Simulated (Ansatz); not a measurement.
Write a Python script for the Ansatz DFT code, driven from Python that makes a composite energy at a relaxed geometry of AlFH3P, SMILES [F][AlH][PH2]. Level of theory (for the species named): r2SCAN, def2-SVP basis, multiplicity 1, D4 dispersion.

```yaml
atoms:
  - { symbol: F, position_ang: [-1.7889, -1.0726, 0.9272] }
  - { symbol: Al, position_ang: [-0.4844, -0.8267, -0.2522] }
  - { symbol: P, position_ang: [1.2594, 0.6032, 0.2470] }
  - { symbol: H, position_ang: [-0.4262, -1.5941, -1.6478] }
  - { symbol: H, position_ang: [0.8772, 1.6081, -0.7102] }
  - { symbol: H, position_ang: [0.6049, 1.2181, 1.3899] }
```

`composite_alfh3p.py`:
```python
"""Relax AlFH3P cheaply, then refine its energy."""

import itertools

import ansatz as az
from ase import Atoms
from ase.data import atomic_numbers, covalent_radii
import numpy as np

BASIS = "def2-SVP"
XC = "r2scan"
DISPERSION = "d4"

atoms = Atoms(["F", "Al", "P", "H", "H", "H"], positions=[
    [-1.7889, -1.0726, 0.9272],
    [-0.4844, -0.8267, -0.2522],
    [1.2594, 0.6032, 0.247],
    [-0.4262, -1.5941, -1.6478],
    [0.8772, 1.6081, -0.7102],
    [0.6049, 1.2181, 1.3899],
])
mol = az.Crystal.molecule_from_ase(atoms)

model = mol.calculation().basis(gaussian=BASIS).functional(XC, dispersion=DISPERSION)
symbols = [site.symbol for site in mol.cartesian_sites]
start = np.array([site.position_ang for site in mol.cartesian_sites], dtype=float)
summary = model.relax(force_tolerance=0.01, max_steps=100).run().report
end = np.array(summary["positions_ang"])
# pairs closer than 1.2 times the sum of covalent radii, before or after
radius = [covalent_radii[atomic_numbers[s]] for s in symbols]
span = lambda where, i, j: np.linalg.norm(where[i] - where[j])
bonded = [(i, j) for i, j in itertools.combinations(range(len(symbols)), 2) if min(span(start, i, j), span(end, i, j)) < 1.2 * (radius[i] + radius[j])]
print("pair        before    after (A)")
for i, j in bonded:
    print(f"{symbols[i]}{i}-{symbols[j]}{j}".ljust(10), f"{span(start, i, j):8.4f} {span(end, i, j):8.4f}")

minimum = az.Crystal.molecule()
for symbol, place in zip(symbols, end):
    minimum = minimum.atom(symbol, place.tolist())
at_minimum = minimum.calculation()
# MP2 extrapolated to the basis limit, plus the small-basis difference CCSD(T) - MP2
level = lambda method, basis: at_minimum.basis(gaussian=basis).correlation(method).run().report
small, large, cluster = level("mp2", "cc-pVDZ"), level("mp2", "cc-pVTZ"), level("ccsd_t", "cc-pVDZ")
corr = lambda each: (each["free_energy_ev"] - each["reference_energy_ev"]) / 27.211386246
mp2_limit = (27 * corr(large) - 8 * corr(small)) / 19
pieces = {"HF / cc-pVTZ": large["reference_energy_ev"] / 27.211386246, "MP2 correlation, DZ-TZ limit": mp2_limit, "CCSD(T) - MP2 / cc-pVDZ": corr(cluster) - corr(small)}
for name, value in pieces.items():
    print(f"{name:32s} {value:14.6f} Ha")
print(f"{'sum':32s} {sum(pieces.values()):14.6f} Ha")
print("T1 diagnostic", round(cluster["correlation"]["coupled_cluster"]["t1_diagnostic"], 4))
```

Output of `python composite_alfh3p.py`:
```text
pair        before    after (A)
F0-Al1       1.7757   1.6694
Al1-P2       2.3097   2.3181
Al1-H3       1.5937   1.5804
P2-H4        1.4395   1.4308
P2-H5        1.4535   1.4298
HF / cc-pVTZ                        -683.986228 Ha
MP2 correlation, DZ-TZ limit          -0.538209 Ha
CCSD(T) - MP2 / cc-pVDZ               -0.042538 Ha
sum                                 -684.566975 Ha
T1 diagnostic 0.0145
```

What to keep in mind:
- Total energies depend on the basis set; only differences at equal settings carry meaning.
- The sum leaves out core correlation, relativity, the Hartree-Fock basis error and zero-point energy; a DZ-TZ extrapolation is rough.
- Inner cores stay frozen, so this is valence correlation.
- For Al to Cl the sets with a tight d function, cc-pV(X+d)Z, are usual.
- An extrapolation from small basis sets is rough.
- Finished in 34 s on 1 thread of Arm Neoverse V1 (shared host), peak memory 0.28 GiB.
